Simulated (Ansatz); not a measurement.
Born–Oppenheimer molecular dynamics of CH5BO (8 atoms, charge 0, multiplicity 1). It starts from a relaxed structure.

Computed with RKS PBE0-D4/6-31G* (Ansatz).

- ensemble: NVT, Nosé–Hoover chain
- time step: 0.5 fs
- steps asked: 250
- set temperature: 1000 K
- thermostat: time constant 100 fs, chain length 3 (defaults)
- temperature schedule: 62 steps to 1000 K, then 188 steps to 250 K
- seed: 763523

First frame:

```xyz
8
Properties=species:S:1:pos:R:3
B 0.018 -0.043 -0.016
C -0.039 -0.040 1.555
H -1.010 -0.314 1.986
H 0.717 -0.725 1.961
H 0.232 0.954 1.938
H 1.026 0.231 -0.612
O -1.040 -0.348 -0.809
H -1.826 -0.561 -0.288
```

Problem. How far do the bonds stretch over the last three quarters of this one trajectory? (Pairs bonded in most of those frames.)

Solution. 
| bond | mean (Å) | spread (Å) | shortest | longest |
| --- | --- | --- | --- | --- |
| B1–C2 | 1.575 | 0.037 | 1.51 | 1.65 |
| B1–H6 | 1.217 | 0.059 | 1.12 | 1.30 |
| B1–O7 | 1.360 | 0.017 | 1.33 | 1.39 |
| C2–H3 | 1.104 | 0.026 | 1.04 | 1.15 |
| C2–H4 | 1.113 | 0.069 | 1.01 | 1.22 |
| C2–H5 | 1.101 | 0.025 | 1.06 | 1.15 |
| O7–H8 | 0.971 | 0.021 | 0.93 | 1.01 |

Mean temperature of the second half: 644 K. The conserved energy stayed within 0.73 meV per atom of its start (net change 0.46 meV per atom), so the integration is sound. The schedule's set-point averaged 499 K over the second half and the system 644 K, so it lags behind the ramp. A run of 0.12 ps of so small a system gives no equilibrium averages.

The run took 5 min on 1 thread of AMD EPYC 7R43 64-Core Processor (Zen 3), on a shared host, peak memory 0.12 GiB.
